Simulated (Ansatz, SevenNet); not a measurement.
**Lattice constant a of zinc-blende GaSb: levels of theory against measurement**

Reference value: 6.096 Å (measured, 300 K, no zero-point or thermal correction; as tabulated in Vurgaftman et al. (2001), doi:10.1063/1.1368156).

```
level (code)                   value (Å)  difference (%)
-----------------------------  ---------  --------------
SevenNet-0                         6.218           +2.00
PBE (Ansatz)                       6.214           +1.94
r²SCAN+SOC (Ansatz)                6.133           +0.61
B3LYP (VWN-RPA form) (Ansatz)      6.241           +2.38
Hartree–Fock (Ansatz)              6.224           +2.10
```

Of the ranked levels r²SCAN+SOC (+0.61 %) comes nearest. Farthest off among them: B3LYP (VWN-RPA form) (+2.38 %). All 5 levels lie above the reference.

The reference isn't brought to a static lattice, while the calculations are for one, so the differences are not the levels' errors alone. A static lattice is as a rule a little smaller than the measured one.  Cutoffs and k meshes differ between the levels. Ansatz's density-functional and Hartree–Fock values are scalar-relativistic unless marked +SOC, with PAW data made under PBE.

Machine-learned potentials (SevenNet-0) are trained on DFT data: a solid inside that data is no test of them.

Differences are worked out from the printed values.

Ansatz is an electronic-structure program.
